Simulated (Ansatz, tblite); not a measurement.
**GaBr3: a ladder of methods and basis sets**

Aim: run the singlet of GaBr3 at one geometry on many levels, and compare frontier levels, spin and run time.

Program: Ansatz 0.2.0, Gaussian basis. Level of theory: as each input shows. These are calculated values, not measurements.

Levels to be run: GFN1-xTB, GFN2-xTB, PBE-D4/def2-TZVP, r2SCAN-D4/def2-TZVP, CAM-B3LYP-D4/def2-TZVP, HSE06-D4/def2-TZVP, BLYP-D4/def2-TZVP, LDA/def2-TZVP, B97M-V/def2-TZVP, revPBE-D4/def2-TZVP, LC-ωPBE/def2-TZVP, PBE-D4/def2-SVP, PBE0-D4/def2-SVP, PBE0-D4/def2-TZVPD, PBE-D4/def2-TZVPD, r2SCAN-D4/def2-TZVPD, CCSD(T)/def2-SVP, MP2/def2-TZVP, RPA/def2-TZVP.

## (1) The geometry

The geometry is that of the singlet, from an earlier relaxation (PBE-D4/def2-SVP).

4 atoms, charge 0, spin multiplicity 1.

Bond lengths: Ga1–Br2 2.284 Å, Ga1–Br3 2.284 Å, Ga1–Br4 2.284 Å. Angles: Br2–Ga1–Br3 120.0°, Br2–Ga1–Br4 120.0°, Br3–Ga1–Br4 120.0°.

Coordinates:

```xyz
4

Ga   -0.00024    0.00007   -0.00020
Br    2.28352   -0.02709    0.01277
Br   -1.11823    1.99142   -0.01686
Br   -1.16503   -1.96440    0.00429
```

PBE0-D4/def2-TZVP was run before; its log isn't repeated, and its numbers join the tables.

## (2) GFN1-xTB

Tight binding, by tblite at 300 K electronic temperature and without a spin-polarisation term:

```python
tblite.interface.Calculator('GFN1-xTB', numbers, positions, charge=0, uhf=0).singlepoint()
```

Energy -357.8144 eV, HOMO -11.91 eV, LUMO -7.20 eV; 0.006 s.

## (3) GFN2-xTB

Tight binding, by tblite at 300 K electronic temperature and without a spin-polarisation term:

```python
tblite.interface.Calculator('GFN2-xTB', numbers, positions, charge=0, uhf=0).singlepoint()
```

Energy -370.9572 eV, HOMO -12.70 eV, LUMO -9.07 eV; 0.005 s.

## (4) PBE-D4/def2-TZVP

start.molden holds the orbitals of an earlier run on this state, given as this run's starting guess.

The input, in.yaml:

```yaml
crystal:
  periodic: [false, false, false]
  atoms:
    - {symbol: Ga, position_ang: [-0.000244, 0.000069, -0.000201]}
    - {symbol: Br, position_ang: [2.283517, -0.027092, 0.012774]}
    - {symbol: Br, position_ang: [-1.118234, 1.991418, -0.016859]}
    - {symbol: Br, position_ang: [-1.165028, -1.964396, 0.004286]}
basis:
  gaussian: {orbitals: def2-TZVP, initial_orbitals: start.molden}
hamiltonian: {xc: pbe, dispersion: d4}
scf: {omitted_lower_state_checks: [starts]}
output: {forces: true, orbitals: {seedname: orbitals}}
```

Started as:

```
ansatz run in.yaml --threads 2 --pin off --events-out ev --progress --plain --max-ram 32768MiB --backend cpu
```

Further steps of the session: r2SCAN-D4/def2-TZVP; CAM-B3LYP-D4/def2-TZVP; HSE06-D4/def2-TZVP; BLYP-D4/def2-TZVP; LDA/def2-TZVP; B97M-V/def2-TZVP; revPBE-D4/def2-TZVP; LC-ωPBE/def2-TZVP; PBE-D4/def2-SVP; PBE0-D4/def2-SVP; PBE0-D4/def2-TZVPD; PBE-D4/def2-TZVPD; r2SCAN-D4/def2-TZVPD; CCSD(T)/def2-SVP; MP2/def2-TZVP; RPA/def2-TZVP.

Q: Predict the results of all the runs planned. Wanted: gap in def2-TZVP, named functionals, smallest and largest; correlation energy, CCSD(T)/def2-SVP; correlation energy, MP2/def2-TZVP; binding an atom, CCSD(T)/def2-SVP; PBE0 total energy, smallest basis above largest.

The runs gave:

```
                                                 quantity                              value
gap in def2-TZVP, named functionals, smallest and largest  3.97 eV (LDA), 11.19 eV (LC-ωPBE)
                     correlation energy, CCSD(T)/def2-SVP                          -24.53 eV
                        correlation energy, MP2/def2-TZVP                          -27.95 eV
                        binding an atom, CCSD(T)/def2-SVP                           2.356 eV
          PBE0 total energy, smallest basis above largest    32.24 eV (def2-SVP, def2-TZVPD)
```

Orbital gaps of the named functionals in def2-TZVP span 3.97 eV (LDA) to 11.19 eV (LC-ωPBE); exact exchange widens it. The functionals in def2-TZVP miss CCSD(T)/def2-SVP by +0.025 (BLYP-D4) to +0.563 eV (LDA) an atom. The yardstick is in a double-zeta basis, so levels in larger sets aren't compared like for like. The reference is CCSD(T) in one finite basis, so it carries an error of its own, often a tenth of an eV or more, and near misses can't be ranked.
